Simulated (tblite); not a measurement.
Start geometry of `N[C@H]1[CH]C1` [radical] from a force field or distance geometry (Å):
```
atom  x, y, z in Å
N1     1.4027   -0.2939   -0.0666
C2     0.1683    0.0090    0.6200
C3    -0.7870    1.0304    0.1692
C4    -1.0657   -0.3943   -0.1669
H5     2.0919    0.4562    0.0821
H6     1.2699   -0.5881   -1.0530
H7     0.1592   -0.2094    1.7083
H8    -0.5709    1.7605   -0.6220
H9    -0.8553   -0.8254   -1.1555
H10   -1.8043   -0.9404    0.4620
```

What comes out of this run: tblite 0.8.0, GFN2-xTB geometry optimisation, gas phase?

```
atom  x, y, z in Å
N1     1.4241   -0.2967   -0.1066
C2     0.1819   -0.0210    0.5531
C3    -0.7621    0.9662    0.0212
C4    -1.1275   -0.4497   -0.1045
H5     2.2107    0.1240    0.3729
H6     1.4087    0.0237   -1.0687
H7     0.2535   -0.1838    1.6220
H8    -0.5923    1.6383   -0.8005
H9    -1.1263   -0.9261   -1.0793
H10   -1.8619   -0.8703    0.5679
```

The energy falls by 0.342 eV over 53 L-BFGS steps, the largest force on an atom goes from 1.67 to 0.008 eV/Å, and the atoms move by 0.286 Å rms after alignment. The bond that changes most is C4–H10 (ends: carbon bonded to 2 C and 2 H; hydrogen on carbon), which shortens by 0.032 Å. Bonds longer at the end by more than 0.005 Å: 1 of 10; shorter: 8. Among the angles that change most is N1–C2–C4, from 113.1° to 119.4°. Among the dihedrals that turn most is H6–N1–C2–H7, from 148° to -169°. Rotational constants go from 17002, 7088, 6237 to 18057, 6835, 6137 MHz. The orientation of the end geometry is arbitrary; only internal coordinates are fixed.

Its GFN2-xTB frequencies are all real (lowest 222 cm⁻¹).

One conformer stands for the species.

The numbers are calculated, not measured.
